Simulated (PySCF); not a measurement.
# C2H4Na+, a complex of two parts: interaction energy

Computed with PySCF 2.14.0; each step states its level. No surroundings beyond the atoms listed, unless a continuum is named. Atoms count from 0, parts from 1.

### 1 Starting point

7 atoms, charge 1, multiplicity 1; geometry: GFN2-xTB. Parts: 1 = atoms 0–5, `C=C`, charge 0; 2 = atom 6, `[Na+]`, charge 1.

### 2 Optimising the geometry at PBE0-D3(BJ)/def2-SVPD

Job settings and geometry (Å):

```
{"job": {"xc": "PBE0", "basis": "def2-SVPD", "d3": "d3bj", "grid": 2, "kind": "geom", "shake": 0.01}, "charge": 1, "multiplicity": 1, "parts": [{"atoms": "0-5", "charge": 0, "multiplicity": 1}, {"atoms": "6-6", "charge": 1, "multiplicity": 1}]}
C     -0.632645    -0.071639     0.048054
C      0.669835    -0.023194     0.028665
H     -1.248701     0.869028     0.062610
H     -1.158449    -0.957620    -0.179988
H      1.244287    -0.916497    -0.210093
H      1.208871     0.926719     0.046250
Na     0.054019    -0.381108     2.687631
```

The run is started by

```bash
$ OMP_NUM_THREADS=1 python cluster_run.py task.json out
```

The driver reads the jobs from task.json and runs them one after another.

**Question.** How long does this first job take on 1 thread of Arm Neoverse V2, shared host, and how much memory does it need?

About 10 s, with a peak of 0.42 GiB.
